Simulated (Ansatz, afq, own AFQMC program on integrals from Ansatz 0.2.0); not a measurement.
**Where AFQMC and coupled cluster stand for H2O, triplet**

```xyz
3

H     0.0000    0.0000   -0.9037
H     0.0000    0.0000   -0.1587
O     0.0000    0.0000    1.0623
```

Basis cc-pVTZ. Only valence electrons are correlated. AFQMC by an in-house program on the Cholesky factors that Ansatz 0.2.0 writes for its CCSD(T) run. ph-AFQMC/CISD is guided by a CISD state made of CCSD amplitudes; releasing the constraint for a short imaginary time cuts its bias at the price of noise, slowly where states lie close. ± is one standard error of the sampling.

Determinant: UHF, the one that the program's search chose, which needn't be the lowest solution. The geometry is a point of a scan.

No full CI on the walks' own integrals is used here; CCSDT(Q) serves as the reference and is uncertain by about the last step of the cluster series.

Cautions: lower spins were not checked.

- T1 diagnostic: 0.0216
- weight of the determinant in the CISD state: 0.934
- ⟨S²⟩ of the determinant: 2.031
- size of the correlated space: 8 electrons in 57 orbitals

| level | correlation energy (eV) |
| --- | --- |
| MP2 | -5.3150 |
| CCSD | -5.9681 |
| CCSD(T) | -6.1057 |

Estimate where phaseless AFQMC with a CISD trial lies against CCSD(T) on the same integrals.

0.36 ± 0.05 mEh below CCSD(T).

Reference: CCSDT(Q), correlation energy -6.124 eV. The released energy is read at 2.40 1/Eh (meV from the phaseless value at times in 1/Eh: -3.2 ± 1.9 at 0.24, -3.2 ± 2.1 at 0.51, -7.8 ± 1.7 at 0.99, -8.3 ± 2.0 at 1.62, -8 ± 6 at 2.40).

| level | E − E(reference) (mEh) | share of correlation (%) |
| --- | --- | --- |
| CCSD(T) | 0.67 | 99.70 |
| CCSDT | 0.17 | 99.93 |
| ph-AFQMC/CISD | 0.31 ± 0.05 | 99.86 |
| released AFQMC | 0.02 ± 0.21 | 99.99 |

A walk keeps the symmetry of its determinant, which the program's search chose and which needn't be the lowest solution, so a lower state of the same spin and another symmetry isn't excluded. Released energies are given only where the last usable release times agree within the noise; a slower fall can still hide under it.
